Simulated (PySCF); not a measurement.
PO₃⁻ (singlet). All numbers come from PySCF, B3LYP, basis P def2-SVPD, O def2-SVPD (no relativity, density fitting).

Harmonic bands of its minimum:

```csv
ω (cm⁻¹),"IR (km/mol, summed over degenerate members)",degeneracy
456,62.7,2
464,50.5,1
970,0.0,1
1234,612,2
```

Q: The central atom is P. Infer the point group and assign the bands.

A: D3h. The modes span 2e' + a2'' + a1': 456 e', 464 a2'', 970 a1', 1234 e'. The computed geometry has P–O 1.512 Å (×3); O–P–O 120.0° (×3).

This need not be the most stable arrangement of these atoms. The lowest empty level of this anion is unbound, so it and the gap depend on the basis.
